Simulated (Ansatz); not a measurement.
One change: `COC(C)Cl` becomes `CC(Cl)CF`.

Ansatz, PBE0-D4/def2-TZVP geometries, multiplicity 1. Each molecule was computed in one conformer, which needn't be the lowest.

```json
{"property": "size of the dipole moment (ωB97M-V/def2-TZVPP) / D", "`COC(C)Cl`": "1.96"}
{"property": "size of the dipole moment (PBE/def2-TZVPP) / D", "`COC(C)Cl`": "1.94"}
{"property": "LUMO energy (ωB97M-V/def2-TZVPP) / eV", "`COC(C)Cl`": "2.63"}
{"property": "HOMO–LUMO gap (PBE0/def2-TZVPP) / eV", "`COC(C)Cl`": "8.98"}
{"property": "LUMO energy (PBE0/def2-TZVPP) / eV", "`COC(C)Cl`": "0.78"}
{"property": "ideal-gas entropy at 298 K and 1 bar (rigid rotor, harmonic PBE0-D4/def2-TZVP) / J/(mol·K)", "`COC(C)Cl`": "329"}
```

Q: Give the same properties after the change, and the shifts. (Estimate.)

A: The calculation gave: 
| property | `CC(Cl)CF` | shift |
| --- | --- | --- |
| size of the dipole moment (ωB97M-V/def2-TZVPP) / D | 0.48 | -1.48 |
| size of the dipole moment (PBE/def2-TZVPP) / D | 0.51 | -1.43 |
| LUMO energy (ωB97M-V/def2-TZVPP) / eV | 2.51 | -0.12 |
| HOMO–LUMO gap (PBE0/def2-TZVPP) / eV | 9.22 | 0.24 |
| LUMO energy (PBE0/def2-TZVPP) / eV | 0.56 | -0.22 |
| ideal-gas entropy at 298 K and 1 bar (rigid rotor, harmonic PBE0-D4/def2-TZVP) / J/(mol·K) | 323 | -6 |

With PBE0 the HOMO falls by 0.46 eV and the LUMO falls by 0.22 eV, so the gap widens by about 0.24 eV. PBE moves the HOMO by -0.54 eV and ωB97M-V by -0.44 eV. The zero-point energy changes by -30.5 kJ/mol with -3 modes. Dipoles are sizes alone; their direction can turn.
